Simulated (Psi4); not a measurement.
Psi4 input (wB97X-D/6-31G*):

```
memory 1500 MB

molecule {
0 1
C     0.05421122    0.70484056    0.00025981
N     0.04393301   -0.75753911    0.00046505
H    -0.93688026    1.17928349   -0.00704903
H    -0.44952413   -1.11274988    0.81056760
H    -0.43767370   -1.11306154   -0.81660260
H     0.58924350    1.06029739    0.88241211
H     0.60203622    1.05996094   -0.87414231
symmetry c1
no_reorient
no_com
}

set {
  basis 6-31G*
  reference rks
  scf_type pk
  dft_radial_points 99
  dft_spherical_points 590
  e_convergence 1e-8
  d_convergence 1e-7
  maxiter 150
}

e = energy('wb97x-d')
print_out(f'\nFINAL {e:.10f} DIPOLE {variable("CURRENT DIPOLE")[0]:.6f} {variable("CURRENT DIPOLE")[1]:.6f} {variable("CURRENT DIPOLE")[2]:.6f}\n')
```

From the last part of the output:

```
    One-Electron Energy =                -211.6061792275865514
    Two-Electron Energy =                  83.4274571581975550
    DFT Exchange-Correlation Energy =      -9.6509462700591317
    Empirical Dispersion Energy =          -0.0013225643584206
    VV10 Nonlocal Energy =                  0.0000000000000000
    Total Energy =                        -95.8212031289327371

Computation Completed

Properties will be evaluated at   0.000000,   0.000000,   0.000000 [a0]

Properties computed using the SCF density matrix

 Multipole Moments:

 ------------------------------------------------------------------------------------
     Multipole            Electronic (a.u.)      Nuclear  (a.u.)        Total (a.u.)
 ------------------------------------------------------------------------------------

 L = 1.  Multiply by 2.5417464519 to convert [e a0] to [Debye]
 Dipole X            :         -0.5623236            0.0000000           -0.5623236
 Dipole Y            :          0.1375157           -0.0000000            0.1375157
 Dipole Z            :         -0.0041216           -0.0000000           -0.0041217
 Magnitude           :                                                    0.5789088

 ------------------------------------------------------------------------------------

FINAL -95.8212031289 DIPOLE -0.562324 0.137516 -0.004122

*** Psi4 exiting successfully. Buy a developer a beer!
```
